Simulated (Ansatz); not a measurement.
`C=C1OC1(F)F` from Hartree–Fock to CCSD(T)

Cartesian coordinates in Å:
```
C -0.9942 0.5350 -0.9591
C -0.0139 0.1530 -0.1797
O 1.3386 0.4057 0.0054
C 0.7106 -0.5163 0.8384
F 0.6424 -0.1900 2.1183
F 1.1263 -1.7678 0.7368
H -0.8305 1.2675 -1.7383
H -1.9792 0.1127 -0.8218
```

Total charge 0; spin multiplicity 1. Geometry: relaxed with PBE0-D4/def2-TZVP. Frozen core, restricted reference, Ansatz 0.2.0. CBS rows extrapolate triple and quadruple zeta; past MP2 they add the triple-zeta difference.

```csv
basis,HF (Eh),MP2 corr.
def2-TZVPP,-388.58760,-1.19108
def2-QZVPP,-388.60436,-1.28789
```

Estimate the CCSD correlation energy and the (T) correction in each basis where they were run (hartree).


```csv
basis,CCSD corr.,(T)
def2-TZVPP,-1.20223,-0.04865
CBS(def2),-1.37076,as TZ
```
